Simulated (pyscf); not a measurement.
PySCF, gas phase, ωB97X-D3(BJ)/def2-SVP geometries.

Estimate by transition-state theory (the high-pressure limit) the rate constant of `[AsH]=[AsH]` → `[As]#[As]` + `[H][H]` (singlet surface; As–H, As–H broken, H–H formed) at 1200 K, with ωB97M-D3(BJ)/def2-TZVP energies (ideal gas, 1 atm, RRHO with modes under 100 cm⁻¹ raised to 100, one conformer, R ln 2 for chiral ones without a mode under 150 cm⁻¹; no tunnelling).

The electronic barrier is 60.6 kcal/mol and the thermal terms add -3.5, so ΔG‡ = 57.1 kcal/mol. With k_BT/h = 2.50e+13 s⁻¹ and RT = 2.385 kcal/mol, k = 1.0e+03 s⁻¹; so small a molecule is far into fall-off at 1 atm, where the true rate is lower. Wigner's tunnelling factor for 1723i cm⁻¹ would be 1.18. A shift of 1 kcal/mol in the barrier changes k by a factor 1.5. On the reactant side the descent ends in the other cis-trans isomer, a step of its own away from the zero, 2.8 kcal/mol over the lowest minimum found and 60.0 kcal/mol under the saddle at ωB97X-D3(BJ)/def2-TZVP. At the saddle there is also a short As–H contact that neither side keeps. At ωB97X-D3(BJ)/def2-TZVP the barrier from the zero used here is 62.8 kcal/mol. One saddle was located; it need not be the lowest between these sides. Elements up to Kr have no core potential and no relativistic terms here.
